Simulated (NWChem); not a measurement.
The numbers come from NWChem runs, not from measurements. System: C$_{2}$H$_{6}$O, charge 0, spin multiplicity 1, displaced from the optimised geometry. Level: RHF/cc-pVDZ, spin-restricted.

The NWChem input:

```
start mol
memory heap 200 mb stack 900 mb global 1100 mb
geometry units angstroms nocenter noautoz noautosym
  C     -1.161079     0.000000    -0.188064
  O      0.000000     0.000000     0.577790
  C      1.161079     0.000000    -0.188064
  H     -1.233042    -0.895231    -0.839514
  H     -1.233042     0.895231    -0.839514
  H     -1.892403     0.000000     0.393608
  H      1.233042    -0.895231    -0.839514
  H      2.021460     0.000000     0.496256
  H      1.233042     0.895231    -0.839514
end
basis spherical
  * library cc-pvdz
end
scf
  rhf
  nopen 0
  maxiter 100
  thresh 1e-7
  semidirect memsize 60000000 filesize 0
end
task scf energy
```

Part of the output:

```
             Northwest Computational Chemistry Package (NWChem) 7.3.0
             --------------------------------------------------------

                                NWChem Input Module
                                -------------------

 Scaling coordinates for geometry "geometry" by  1.889725989
 (inverse scale =  0.529177249)

                             Geometry "geometry" -> ""
                             -------------------------

 Output coordinates in angstroms (scale by  1.889725989 to convert to a.u.)

  No.       Tag          Charge          X              Y              Z
 ---- ---------------- ---------- -------------- -------------- --------------
    1 C                    6.0000    -1.16107900     0.00000000    -0.18806400
    2 O                    8.0000     0.00000000     0.00000000     0.57779000
    3 C                    6.0000     1.16107900     0.00000000    -0.18806400
    4 H                    1.0000    -1.23304200    -0.89523100    -0.83951400
    5 H                    1.0000    -1.23304200     0.89523100    -0.83951400
    6 H                    1.0000    -1.89240300     0.00000000     0.39360800
    7 H                    1.0000     1.23304200    -0.89523100    -0.83951400
    8 H                    1.0000     2.02146000     0.00000000     0.49625600
    9 H                    1.0000     1.23304200     0.89523100    -0.83951400

 Effective nuclear repulsion energy (a.u.)      85.0550098204

            Nuclear Dipole moment (a.u.)
            ----------------------------
        X                 Y               Z
 ---------------- ---------------- ----------------
     0.2438823669     0.0000000000    -0.1939614755


 Summary of "ao basis" -> "" (spherical)
 ------------------------------------------------------------------------------
       Tag                 Description            Shells   Functions and Types
 ---------------- ------------------------------  ------  ---------------------
 *                          cc-pvdz                   on all atoms

 Summary of "ao basis" -> "ao basis" (spherical)
 ------------------------------------------------------------------------------
[...]
    43      0.180626  4 H  s                 48     -0.180626  5 H  s
    58      0.181086  7 H  s                 68     -0.181086  9 H  s
    33     -0.165851  3 C  py                 5     -0.164913  1 C  py

 Vector   14  Occ=0.000000D+00  E= 1.864351D-01
              MO Center=  1.0D-01,  5.3D-13, -6.9D-01, r^2= 6.1D+00
   Bfn.  Coefficient  Atom+Function         Bfn.  Coefficient  Atom+Function
  ----- ------------  ---------------      ----- ------------  ---------------
    31      1.498916  3 C  s                  3      1.463112  1 C  s
    59     -0.779433  7 H  s                 69     -0.779433  9 H  s
    44     -0.760150  4 H  s                 49     -0.760150  5 H  s
    64     -0.534153  8 H  s                 54     -0.469303  6 H  s
     9     -0.356040  1 C  pz                37     -0.317406  3 C  pz

 Vector   15  Occ=0.000000D+00  E= 2.266549D-01
              MO Center=  2.0D-02,  1.3D-13, -1.9D-01, r^2= 7.9D+00
   Bfn.  Coefficient  Atom+Function         Bfn.  Coefficient  Atom+Function
  ----- ------------  ---------------      ----- ------------  ---------------
     3      1.805529  1 C  s                 31     -1.624551  3 C  s
    64      1.062000  8 H  s                 54     -1.047907  6 H  s
    44     -0.755165  4 H  s                 49     -0.755165  5 H  s
    59      0.651982  7 H  s                 69      0.651982  9 H  s
    35     -0.356973  3 C  px                 7     -0.300424  1 C  px

 Vector   16  Occ=0.000000D+00  E= 2.548966D-01
              MO Center= -3.7D-02, -2.2D-11, -1.1D+00, r^2= 5.2D+00
   Bfn.  Coefficient  Atom+Function         Bfn.  Coefficient  Atom+Function
  ----- ------------  ---------------      ----- ------------  ---------------
    44      1.204422  4 H  s                 49     -1.204422  5 H  s
    59      1.165816  7 H  s                 69     -1.165816  9 H  s
     8      0.960466  1 C  py                36      0.931974  3 C  py
    22     -0.281003  2 O  py                 5      0.247116  1 C  py
    33      0.240286  3 C  py

 center of mass
 --------------
 x =   0.00533842 y =   0.00000000 z =   0.09196476

 moments of inertia (a.u.)
 ------------------
          44.838006590098           0.000000000000          -0.907007751734
           0.000000000000         198.322159171565           0.000000000000
          -0.907007751734           0.000000000000         176.559221709714

  Mulliken analysis of the total density
  --------------------------------------

    Atom       Charge   Shell Charges
 -----------   ------   -------------------------------------------------------
    1 C    6     5.75   2.00  0.65  0.29  2.02  0.67  0.11
    2 O    8     8.47   2.00  0.82  0.95  2.85  1.83  0.02
    3 C    6     5.84   2.00  0.66  0.37  1.96  0.74  0.11
    4 H    1     1.00   0.76  0.21  0.03
    5 H    1     1.00   0.76  0.21  0.03
    6 H    1     1.02   0.84  0.14  0.03
    7 H    1     0.99   0.76  0.20  0.03
    8 H    1     0.96   0.76  0.17  0.03
    9 H    1     0.99   0.76  0.20  0.03

       Multipole analysis of the density wrt the origin
       ------------------------------------------------

     L   x y z        total         open         nuclear
     -   - - -        -----         ----         -------
     0   0 0 0     -0.000000      0.000000     26.000000

     1   1 0 0     -0.041632      0.000000      0.243882
     1   0 1 0      0.000000      0.000000      0.000000
     1   0 0 1     -0.520527      0.000000     -0.193961

     2   2 0 0    -12.544252      0.000000    106.868789
     2   1 1 0     -0.000000      0.000000      0.000000
     2   1 0 1     -0.013296      0.000000      0.922394
     2   0 2 0    -14.906395      0.000000     11.447954
     2   0 1 1      0.000000      0.000000      0.000000
     2   0 0 2    -15.635826      0.000000     22.552983

 Task  times  cpu:        1.4s     wall:        1.4s

 Total times  cpu:        1.4s     wall:        1.4s
```
